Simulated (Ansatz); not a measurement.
Rutile MnO2

The numbers are results of LDA (Ansatz, an electronic-structure program, plane waves, PAW), not measurements.

Settings: plane-wave cutoff 500 eV, 10×10×14 k mesh (along the axes of the cell as run), Fermi–Dirac smearing 0.05 eV, spin-polarised with opposed moments, scalar-relativistic PAW data made under PBE.

Cell: relaxed at this level.

- volume per atom = 8.69 Å³/atom
- magnetic moment (largest site, within a sphere) = 1.94 μB
- band gap = zero (no gap)

Note: the collinear magnetic order is the start's and need not be the measured one.

Moments are spin moments.

Cost on a shared machine: around 9 core-minutes (rough).
